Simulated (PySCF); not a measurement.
Species: phosphorus trifluoride, PF3.
Atom-mapped SMILES: `[F:1][P:2]([F:3])[F:4]`

Geometry (PBE0-D3(BJ)/def2-SVP, Å), atoms numbered from 1 in this order:
```
atom  x, y, z in Å
F1    -0.8266   -1.0649   -0.3780
P2     0.0177   -0.1071    0.5791
F3     1.3789   -0.1382   -0.2532
F4    -0.5321    1.2822    0.0171
```

All values: PBE0/pcSseg-1 and CAM-B3LYP/def2-SVPD (PySCF, non-relativistic), on one gas-phase PBE0-D3(BJ)/def2-SVP geometry that isn't relaxed in the solvent. The solvent is an IEF-PCM continuum (cavity from Bondi-type radii × 1.2). Only the electrostatic response of the medium enters.

Gas phase at PBE0/pcSseg-1: HOMO -9.42 eV, LUMO -0.23 eV, dipole 1.36 D.

Q: What does the continuum do to the energy, the frontier levels and the dipole at PBE0/pcSseg-1 in acetone?

A: 
| solvent | ε | E(solvent) − E(gas) (kJ/mol) | polarisation term (kJ/mol) | distortion of the solute (kJ/mol) | HOMO (eV) | LUMO (eV) | dipole (D) |
| --- | --- | --- | --- | --- | --- | --- | --- |
| acetone | 20.49 | -10.06 | -10.94 | 0.88 | -9.13 | 0.12 | 1.62 |

Polarisation term: ½ Σ q·V over the induced surface charges. Distortion: the rise of the solute's own energy as its density leaves the gas-phase optimum.

Q: Which radius a makes the point-dipole formula ΔE = −[(ε − 1)/(2ε + 1)]·μ²/a³ give the value in acetone, with the gas-phase dipole?

A: μ = 0.537 au and |ΔE| = 0.00383 Eh give a = 1.73 Å; the farthest nucleus lies 1.40 Å from the centroid of the nuclei. The formula assumes a rigid point dipole at the centre of a sphere.

Q: Give the dipole vector in the frame of the coordinates (D, pointing from negative to positive charge), gas and acetone.

A: Gas (0.02, -0.23, 1.34), solvent (0.02, -0.27, 1.59). Its length changes by +18 % and its direction by less than 1°.

Q: Which IAO charges (PBE0/pcSseg-1) respond most in acetone (means over atoms taken as equivalent)?

A: 
| atoms | environment | gas (e) | solvent (e) | change |
| --- | --- | --- | --- | --- |
| P2 | three-coordinate phosphorus | +1.409 | +1.431 | +0.022 |
| F1/F3/F4 | phosphorus-bound fluorine | -0.470 | -0.477 | -0.007 |

Gas phase at CAM-B3LYP/def2-SVPD: HOMO -11.04 eV, LUMO 0.50 eV, dipole 1.37 D.

Q: What does the continuum do to the energy, the frontier levels and the dipole at CAM-B3LYP/def2-SVPD in acetone?

A: 
```json
{"solvent": "acetone", "ε": "20.49", "E(solvent) − E(gas) (kJ/mol)": "-9.98", "polarisation term (kJ/mol)": "-11.11", "distortion of the solute (kJ/mol)": "1.13", "HOMO (eV)": "-10.74", "LUMO (eV)": "0.87", "dipole (D)": "1.69"}
```

Q: How does the static polarisability (CAM-B3LYP/def2-SVPD, frozen core, with the continuum's full static response) change?

A: 
| medium | isotropic (au) | principal values (au) | ⟨r²⟩ of the electrons (bohr²) |
| --- | --- | --- | --- |
| gas | 25.9 | 23.6, 27.1, 27.1 | 269.5 |
| acetone | 31.7 | 28.8, 33.2, 33.2 | 269.7 |

The isotropic value in acetone is 1.22 times the gas-phase one; no cavity-field correction is applied. ⟨r²⟩ is taken about the centre of nuclear charge.
